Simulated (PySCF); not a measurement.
A made-up structure of CH$_{4}$Si$_{2}$, closed shell:

```
7
angstrom
C -0.8416 -0.4190 -0.3761
Si 0.3432 0.5316 -1.1625
Si 0.3781 -0.0323 0.9653
H -1.7683 -0.9699 -0.4612
H 0.5568 1.0442 -2.5442
H 0.0443 0.9126 2.0668
H -1.3395 -1.1634 -0.9431
```

It is relaxed with PBE-D4/def2-SVP and then PBE0-D4/def2-TZVP (PySCF 2.14 with density fitting (its default auxiliary sets; JK sets also for MP2 and CCSD(T))). Atoms count as bonded within 1.22 times the sum of their covalent radii (H–H: 0.88 Å). The end point is not checked to be a true minimum.

Question: Does its bonding change? (Judge from chemistry; the calculation decides.)

Answer: Computed: Yes. Formed: Si2–H6; broken: H4–H7.

Where it ends: The first stage lowers the energy by 5.94 eV in 35 steps. It ends as CH₄Si₂ ([H]1[Si]2[CH2][SiH]12):
```
7
angstrom
C -0.8201 -0.7773 -0.5523
Si 0.2899 0.6690 -0.7887
Si 0.3984 -0.5991 1.0297
H -1.8915 -0.7306 -0.3655
H -0.1109 1.9526 -1.4318
H 0.0340 1.0436 0.8412
H -0.5473 -1.6501 -1.1421
```

Labels in which every atom is bracketed show which atoms are joined, not bond orders.

For scale, one of the runs: PBE0-D4/def2-TZVP relaxation, 129 basis functions, launched by `OMP_NUM_THREADS=2 python run.py`. Time: 90 s of wall clock on 2 CPU threads of an Arm Neoverse V1; the host was shared. Peak host memory: 1.2 GiB.
